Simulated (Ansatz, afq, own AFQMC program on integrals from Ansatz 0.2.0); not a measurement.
# Where AFQMC and coupled cluster stand for BN, singlet

```xyz
2

B     0.0000    0.0000    0.0000
N     0.0000    0.0000    2.7100
```

Basis 6-31G. Noble-gas cores (and the filled d shells of Ga–Kr and In–Xe) are frozen. AFQMC by an in-house program on the Cholesky factors that Ansatz 0.2.0 writes for its CCSD(T) run. ph-AFQMC/CISD is guided by a CISD state made of CCSD amplitudes; releasing the constraint for a short imaginary time cuts its bias at the price of noise, slowly where states lie close. ± is one standard error of the sampling.

Determinant: RHF, the one that the program's search chose, which needn't be the lowest solution. The geometry is a point of a scan.

Full CI on the same integrals is exact in this basis and with this determinant's frozen core.

Cautions: higher spins were not checked; restricted determinant unstable towards unrestricted (UHF 3.41 eV lower, ⟨S²⟩ 1.87); strong correlation (T1 0.049, weight of the determinant 0.70, largest double 0.36); (Q) is large, 120 meV, so the cluster series hasn't closed; the CCSD(T) amplitudes may be one of several solutions (largest double 0.36); in a space of 8 electrons in 8 natural orbitals full CI finds another state of this spin 7 meV below the state of CCSD(T); the CCSDT(Q) amplitudes may be one of several solutions (largest double 0.70); the CCSDTQ amplitudes may be one of several solutions (largest double 0.83); the released energies are still falling, so no released level is given (meV from the phaseless value at times in 1/Eh: -53 ± 8 at 0.24, -83 ± 8 at 0.51, -136 ± 11 at 0.99, -175 ± 14 at 1.62, -193 ± 16 at 2.40); the determinant fills πx and πy unequally, so it mixes two states of the linear molecule, and each level undoes that mixture to a different degree, while full CI gives the lower state, and by Hund's rule a triplet of that filling probably lies lower still; CCSDTQ on the UHF determinant differs (1.97 eV lower), perhaps since the unrestricted series falls towards higher spin.

The T1 diagnostic is 0.0490 and the weight of the determinant in the CISD state is 0.705. The size of the correlated space is 8 electrons in 16 orbitals.

Reference: full CI, correlation energy -5.481 eV. The cautions show a poor starting determinant, so the rows tell how each method copes with it here, and full CI is the sure value.

| level | E − E(reference) (meV) | share of correlation (%) |
| --- | --- | --- |
| HF | 5480.9 | 0.00 |
| MP2 | 1931.3 | 64.76 |
| CCSD | 512.0 | 90.66 |
| CCSD(T) | 214.2 | 96.09 |
| CCSDT | 118.0 | 97.85 |
| CCSDT(Q) | -1.8 | 100.03 |
| CCSDTQ | 8.6 | 99.84 |
| ph-AFQMC/CISD | 362.7 ± 6.8 | 93.38 |

CCSDT and higher add their correlation energy to the determinant of the CCSD(T) run, since their own runs factorise the integrals more tightly (a shift of under 2 meV).
